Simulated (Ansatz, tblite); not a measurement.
Cost and result up the ladder for the cluster C₃H₄⁻ (7 atoms). Charge -1, multiplicity 2. Geometry: B3LYP-D4/def2-TZVPD.

```xyz
7

C    -0.596   -0.779    1.141
C    -0.166    0.797   -0.724
C     0.208   -0.241    0.128
H     0.499    1.178   -1.495
H    -0.029   -1.588    1.649
H     1.231   -0.620   -0.071
H    -1.147    1.253   -0.628
```

Ansatz on 4 threads of Arm Neoverse V2 on a shared host; xTB runs through tblite on one thread. Times are rough, summed over both states, and most runs start from the orbitals of an earlier one. PBE0-D4/def2-TZVPD serves as the yardstick here, not as an exact answer. The other state is a triplet.

The xTB rows come from tblite. The structure comes from a short search, and lower isomers may exist.

Raw xTB energies of ions are shifted by several eV, and xTB has no spin-polarisation term.

| level | functions | vertical IE (eV) | difference from PBE0-D4/def2-TZVPD (eV) | remarks |
| --- | --- | --- | --- | --- |
| GFN2-xTB | 16 | 5.66 | 4.58 | – |
| PBE0-D4/def2-TZVPD | 147 | 1.08 | 0.00 | HOMO above zero (-1 doublet) |
| GFN1-xTB | 20 | 6.63 | 5.55 | – |
| r2SCAN-D4/def2-TZVPD | 147 | 1.00 | -0.08 | HOMO above zero (-1 doublet) |
| PBE-D4/def2-TZVPD | 147 | 1.22 | 0.14 | HOMO above zero (-1 doublet) |

Task: Estimate how long each takes.

Result: GFN2-xTB 0.003 s; GFN1-xTB 0.004 s; PBE-D4/def2-TZVPD 2.5 s; PBE0-D4/def2-TZVPD 2.9 s; r2SCAN-D4/def2-TZVPD 4.8 s. On shared hardware such times vary by a factor of up to 3.
